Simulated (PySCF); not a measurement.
Partners of K+

Gas-phase complexes of K+ (charge +1), each in one structure from a short search with a few starts, optimised by PBE0-D3(BJ)/def2-SVPD or PBE0-D3(BJ)/def2-TZVPD; other ways of binding may lie lower. Energies in kcal/mol, wB97M-D3(BJ)/def2-TZVPD, counterpoise-corrected (PySCF): interaction is complex less parts frozen as they stand in it, binding adds what it costs to deform them. Contacts are written partner···K+; electrostatic, Pauli and orbital are terms of the uncorrected same energy, whose rest is dispersion or correlation.

Frequency runs check only 6 of the 7 structures; these show no clear imaginary mode.

Q: Order these partners of K+ by binding energy, strongest first: acetonitrile, water, hydrogen fluoride, fluoride, methanol, hydrosulfide, ammonia.

A: fluoride (-135.2), hydrosulfide (-113.3), acetonitrile (-24.4), ammonia (-19.4), methanol (-18.6), water (-17.2), hydrogen fluoride (-12.0).
| partner | contact | distance (Å) | binding | interaction | electrostatic | Pauli | orbital |
| --- | --- | --- | --- | --- | --- | --- | --- |
| fluoride | F···K | 2.22 | -135.2 | -135.2 | -165.1 | 45.7 | -15.8 |
| hydrosulfide | S···K | 2.85 | -113.3 | -113.3 | -133.2 | 34.7 | -14.4 |
| acetonitrile | N···K | 2.66 | -24.4 | -24.5 | -26.1 | 9.4 | -7.5 |
| ammonia | N···K | 2.78 | -19.4 | -19.6 | -22.8 | 9.3 | -5.6 |
| methanol | O···K | 2.60 | -18.6 | -18.6 | -19.9 | 8.2 | -6.3 |
| water | O···K | 2.61 | -17.2 | -17.2 | -19.3 | 7.3 | -4.9 |
| hydrogen fluoride | F···K | 2.58 | -12.0 | -12.0 | -12.0 | 3.6 | -3.4 |
